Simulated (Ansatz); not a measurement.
## Molecular dynamics of BH3O

Input:

```yaml
crystal:
  periodic: [false, false, false]
  atoms:
    - { symbol: B, position_ang: [0.010991, -0.066891, -0.037467] }
    - { symbol: H, position_ang: [-0.074762, -0.124231, 1.172408] }
    - { symbol: H, position_ang: [1.040452, 0.221865, -0.600587] }
    - { symbol: O, position_ang: [-1.052461, -0.326303, -0.819194] }
    - { symbol: H, position_ang: [-1.84562, -0.551141, -0.321661] }
basis:
  gaussian: { orbitals: def2-SVP }
hamiltonian:
  xc: pbe0
md:
  timestep: 0.5
  n_steps: 250
  ensemble: nvt_langevin
  temperature: 100.0
  initial_velocities: maxwell_boltzmann
  seed: 974078
  friction: 0.05
```

Launched with:

```bash
$ ansatz run input.yaml --threads 1 --pin off --max-ram 2048MiB --backend cpu --events-out ev --progress --plain --runs-dir out
```

It starts from a relaxed structure.

Output, in part (one step line in 9, the closing report, with atoms numbered from 0):

```
md step     0: t =     0.00 fs  T =    80.0 K  F+E_penalty+E_count = -2767.58359956 eV  E_kin = 0.051704 eV  (20 SCF iters)
md step     9: t =     4.50 fs  T =    72.0 K  F+E_penalty+E_count = -2767.57250689 eV  E_kin = 0.046513 eV  (21 SCF iters)
md step    18: t =     9.00 fs  T =    61.8 K  F+E_penalty+E_count = -2767.56316043 eV  E_kin = 0.039930 eV  (21 SCF iters)
md step    27: t =    13.50 fs  T =    77.3 K  F+E_penalty+E_count = -2767.56521971 eV  E_kin = 0.049983 eV  (21 SCF iters)
md step    36: t =    18.00 fs  T =   103.2 K  F+E_penalty+E_count = -2767.57124431 eV  E_kin = 0.066717 eV  (23 SCF iters)
md step    45: t =    22.50 fs  T =    42.8 K  F+E_penalty+E_count = -2767.53952699 eV  E_kin = 0.027640 eV  (20 SCF iters)
md step    54: t =    27.00 fs  T =    44.0 K  F+E_penalty+E_count = -2767.52749613 eV  E_kin = 0.028412 eV  (20 SCF iters)
md step    63: t =    31.50 fs  T =    49.4 K  F+E_penalty+E_count = -2767.54706501 eV  E_kin = 0.031907 eV  (20 SCF iters)
md step    72: t =    36.00 fs  T =    75.6 K  F+E_penalty+E_count = -2767.57339684 eV  E_kin = 0.048843 eV  (21 SCF iters)
md step    81: t =    40.50 fs  T =    85.3 K  F+E_penalty+E_count = -2767.56888829 eV  E_kin = 0.055098 eV  (20 SCF iters)
md step    90: t =    45.00 fs  T =    49.2 K  F+E_penalty+E_count = -2767.53376497 eV  E_kin = 0.031772 eV  (20 SCF iters)
md step    99: t =    49.50 fs  T =    83.8 K  F+E_penalty+E_count = -2767.55499162 eV  E_kin = 0.054168 eV  (21 SCF iters)
md step   108: t =    54.00 fs  T =    46.8 K  F+E_penalty+E_count = -2767.56888335 eV  E_kin = 0.030236 eV  (20 SCF iters)
md step   117: t =    58.50 fs  T =    53.2 K  F+E_penalty+E_count = -2767.57239447 eV  E_kin = 0.034383 eV  (20 SCF iters)
md step   126: t =    63.00 fs  T =    45.6 K  F+E_penalty+E_count = -2767.55682244 eV  E_kin = 0.029495 eV  (20 SCF iters)
md step   135: t =    67.50 fs  T =    41.1 K  F+E_penalty+E_count = -2767.54452380 eV  E_kin = 0.026589 eV  (20 SCF iters)
md step   144: t =    72.00 fs  T =    80.8 K  F+E_penalty+E_count = -2767.55819742 eV  E_kin = 0.052211 eV  (21 SCF iters)
md step   153: t =    76.50 fs  T =    84.5 K  F+E_penalty+E_count = -2767.56306136 eV  E_kin = 0.054592 eV  (21 SCF iters)
md step   162: t =    81.00 fs  T =    77.2 K  F+E_penalty+E_count = -2767.54981968 eV  E_kin = 0.049862 eV  (23 SCF iters)
md step   171: t =    85.50 fs  T =    72.7 K  F+E_penalty+E_count = -2767.53531089 eV  E_kin = 0.046962 eV  (23 SCF iters)
md step   180: t =    90.00 fs  T =   112.5 K  F+E_penalty+E_count = -2767.54285906 eV  E_kin = 0.072684 eV  (23 SCF iters)
md step   189: t =    94.50 fs  T =   109.1 K  F+E_penalty+E_count = -2767.55348110 eV  E_kin = 0.070523 eV  (23 SCF iters)
md step   198: t =    99.00 fs  T =   111.1 K  F+E_penalty+E_count = -2767.54142937 eV  E_kin = 0.071787 eV  (22 SCF iters)
md step   207: t =   103.50 fs  T =   102.3 K  F+E_penalty+E_count = -2767.54017202 eV  E_kin = 0.066099 eV  (22 SCF iters)
md step   216: t =   108.00 fs  T =   117.4 K  F+E_penalty+E_count = -2767.56145479 eV  E_kin = 0.075861 eV  (22 SCF iters)
md step   225: t =   112.50 fs  T =   144.1 K  F+E_penalty+E_count = -2767.54995471 eV  E_kin = 0.093118 eV  (22 SCF iters)
md step   234: t =   117.00 fs  T =    65.7 K  F+E_penalty+E_count = -2767.51818412 eV  E_kin = 0.042455 eV  (23 SCF iters)
md step   243: t =   121.50 fs  T =    76.3 K  F+E_penalty+E_count = -2767.53906972 eV  E_kin = 0.049284 eV  (21 SCF iters)
md step   250: t =   125.00 fs  T =    80.5 K  F+E_penalty+E_count = -2767.54823053 eV  E_kin = 0.052028 eV  (21 SCF iters)
Total energy: -2767.54824995 eV, -101.7055222740 hartree
Atom 0 at     0.042079    -0.091000    -0.008733 Å, force    -0.625488    -0.112782    -1.009499 eV/Å
Atom 1 at     0.043701     0.015470     1.179555 Å, force    -0.121311     0.038795     0.446900 eV/Å
Atom 2 at     1.027387    -0.031434    -0.686545 Å, force     0.380934    -0.017844     0.043601 eV/Å
Atom 3 at    -1.085229    -0.279048    -0.744645 Å, force     0.974549     0.162748    -0.003216 eV/Å
Atom 4 at    -1.900472    -0.272149    -0.259139 Å, force    -0.608684    -0.070918     0.522215 eV/Å
Dipole moment:    -0.307184     0.001462     0.202522 e Å
```

All steps were run. The mean temperature of the second half is 13 % below the set value. A run of 0.12 ps of so small a system gives no equilibrium averages.

The same pairs are bonded in the first frame and the last. Pairs count as bonded within 1.25 times the sum of covalent radii (0.12 Å more for H–H).

Last frame:

```xyz
5
Properties=species:S:1:pos:R:3
B 0.042 -0.091 -0.009
H 0.044 0.015 1.180
H 1.027 -0.031 -0.686
O -1.085 -0.279 -0.745
H -1.901 -0.272 -0.259
```

The run took 2.6 min on 1 thread of Arm Neoverse V1, on a shared host, peak memory 0.079 GiB.
